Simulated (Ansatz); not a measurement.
# AlH2NSi (SMILES N#[Si][AlH2]): functionals against CCSD(T) at one geometry

An exercise on one series of results from a longer session: the logs are not shown, and one member is left open.

Computed with Ansatz 0.2.0, Gaussian basis. Level: single points in def2-TZVPP.

Correlated methods freeze the cores.

### Where the work starts

SMILES `N#[Si][AlH2]`, 5 atoms, charge 0, spin multiplicity 1.

Atoms are counted from 1 here; the program's logs count them from 0.

Bond lengths: N1–Si2 1.583 Å, Si2–Al3 2.513 Å, Al3–H4 1.631 Å, Al3–H5 1.558 Å. Angles: N1–Si2–Al3 174.3°, Si2–Al3–H4 110.1°, Si2–Al3–H5 124.4°, H4–Al3–H5 125.4°.

As a file:

```
N     0.3810   -1.9884    2.3610
Si    0.2275   -0.9168    1.2066
Al   -0.1315    0.6086   -0.7584
H    -1.3028    0.0118   -1.7242
H     0.7267    1.8741   -1.0580
```

Set-up of the first run:

Input file run/in.yaml:

```yaml
crystal:
  periodic: [false, false, false]
  atoms:
    - {symbol: N, position_ang: [0.380994, -1.988420, 2.360961]}
    - {symbol: Si, position_ang: [0.227522, -0.916785, 1.206628]}
    - {symbol: Al, position_ang: [-0.131509, 0.608631, -0.758419]}
    - {symbol: H, position_ang: [-1.302820, 0.011754, -1.724163]}
    - {symbol: H, position_ang: [0.726654, 1.874079, -1.057951]}
basis:
  gaussian: {orbitals: def2-TZVPP}
hamiltonian: {xc: pbe, dispersion: d4}
output: {forces: true}
```

Command:

```bash
$ ansatz run in.yaml --threads 2 --pin off --events-out ev --progress --plain --max-ram 3481MiB
```

Steps of the session up to this table: PBE-D4/def2-TZVPP; r2SCAN-D4/def2-TZVPP; PBE0-D4/def2-TZVPP; wB97M-V/def2-TZVPP; CCSD(T)/def2-TZVPP.

One of the session's tables, all rows but one given; the rest of the session is left out.

| method | RMS force component (eV/Å) | angle to CCSD(T) forces (°) | dipole (D) |
| --- | --- | --- | --- |
| PBE-D4 | ? | ? | ? |
| r2SCAN-D4 | 0.342 | 48.5 | 5.95 |
| PBE0-D4 | 0.416 | 74.8 | 6.32 |
| wB97M-V | 0.561 | 89.3 | 6.81 |
| CCSD(T) | 0.463 | reference | 5.77 |

Q: Estimate the row for PBE-D4 from the others.

As computed: RMS force component (eV/Å): 0.364; angle to CCSD(T) forces (°): 16.4; dipole (D): 5.68. In the column «RMS force component (eV/Å)» it lies between r2SCAN-D4 (0.342) and PBE0-D4 (0.416).
